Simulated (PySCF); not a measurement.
Level of theory: PBE-D3(BJ)/def2-TZVP // B3LYP-D3(BJ)/def2-SVP (PySCF). Isolated molecules, 0 K electronic values unless said otherwise. 

Reference species (SMILES): `O` (neutral, multiplicity 1).

HOMO: -6.97 eV
dipole moment: 2.05 D

Changed species: `N` (free base NH3; the reference has free base H2O).

**Question.** Give the shifts of the HOMO and dipole moment.

**Answer.** the HOMO rises by 0.90 eV, to -6.07 eV; the dipole moment drops by 0.30 D, to 1.75 D.
